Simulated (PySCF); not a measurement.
Species, as SMILES: C#CC.
Geometry (B3LYP-D3(BJ)/def2-TZVP, fixed):
```xyz
7

C     -0.0011    -0.0004     0.2181
C     -0.0068    -0.0029     1.4176
C      0.0060     0.0025    -1.2360
H     -0.0119    -0.0051     2.4795
H      0.0152     1.0232    -1.6237
H      0.8874    -0.5130    -1.6226
H     -0.8790    -0.5002    -1.6311
```

Basis-set convergence of the mean static polarisability at HF with PySCF. All functions are spherical. Density fitting with generated auxiliary sets. No added dispersion term, no relativity. Reference: the value in d-aug-cc-pVTZ, 35.54 bohr³, itself unsure by roughly 0.3 % (its mean distance from aug-pcseg-2, aug-cc-pVTZ). Deviations are taken from unrounded values. Cost is core time over that of 6-311+G**, rough, on shared machines of one kind; a dash marks a row that isn't timed (too short, read off another run, short of memory, by another algorithm or on other hardware).

```
basis              functions  mean static polarisability (bohr³)  minus reference (%)  cost
-----------------  ---------  ----------------------------------  -------------------  ----
6-31G**                   62                               26.33                -25.9     -
def2-SVP                  62                               27.59                -22.4     -
6-311+G**                 90                               31.05                -12.6    1×
def2-SVPD                 92                               34.09                 -4.1    1×
aug-pcseg-1              105                               35.08                 -1.3    1×
def2-TZVP                117                               32.19                 -9.4    2×
6-311++G(2d,2p)          121                               33.15                 -6.7    2×
pcseg-2                  146                               31.96                -10.1    3×
def2-TZVPD               147                               35.20                 -1.0    3×
d-aug-cc-pVDZ            148                               35.51                 -0.1    3×
jun-cc-pV(T+d)Z          173                               35.37                 -0.5    4×
def2-TZVPPD              179                               35.27                 -0.8    5×
6-311++G(3df,3pd)        189                               34.95                 -1.7    6×
aug-cc-pVTZ              230                               35.46                 -0.2    8×
aug-pcseg-2              230                               35.43                 -0.3    9×
cc-pVQZ                  285                               33.54                 -5.6   20×
pcseg-3                  312                               34.57                 -2.7   30×
d-aug-cc-pVTZ            314                               35.54                  0.0   30×
```
